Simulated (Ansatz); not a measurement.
# TO phonon frequency at X of zinc-blende InP: levels of theory against measurement

Reference value: 324 cm⁻¹ (measured, temperature not stated, no zero-point or thermal correction; as tabulated in Ioffe Institute, NSM Archive: InP, mechanic properties page).

```json
[
 {"level (code)": "LDA (Ansatz)", "value (cm⁻¹)": "320", "cell (Å³/atom)": "24.73", "difference (%)": "-1.2"},
 {"level (code)": "PBE (Ansatz)", "value (cm⁻¹)": "299", "cell (Å³/atom)": "26.45", "difference (%)": "-7.7"},
 {"level (code)": "r²SCAN (Ansatz)", "value (cm⁻¹)": "314", "cell (Å³/atom)": "25.77", "difference (%)": "-3.1"},
 {"level (code)": "HSE06 (Ansatz)", "value (cm⁻¹)": "319", "cell (Å³/atom)": "25.69", "difference (%)": "-1.5"},
 {"level (code)": "Hartree–Fock (Ansatz)", "value (cm⁻¹)": "328", "cell (Å³/atom)": "26.72", "difference (%)": "+1.2"}
]
```

Once the reference is moved by up to 3.0 % (a margin picked here for doubts on the reference and the settings, and for temperature and zero-point motion) and values within 1.0 % count as equal, the nearest can be LDA (-1.2 %), Hartree–Fock (+1.2 %), HSE06 (-1.5 %) or r²SCAN (-3.1 %).

The reference isn't brought to a static lattice, while the calculations are for one, so the differences are not the levels' errors alone.  Each level is taken at its own relaxed cell. Cutoffs and k meshes differ between the levels. Ansatz's density-functional and Hartree–Fock values are scalar-relativistic unless marked +SOC, with PAW data made under PBE.

Differences are worked out from the printed values.

Ansatz is a quantum-chemistry and plane-wave program.
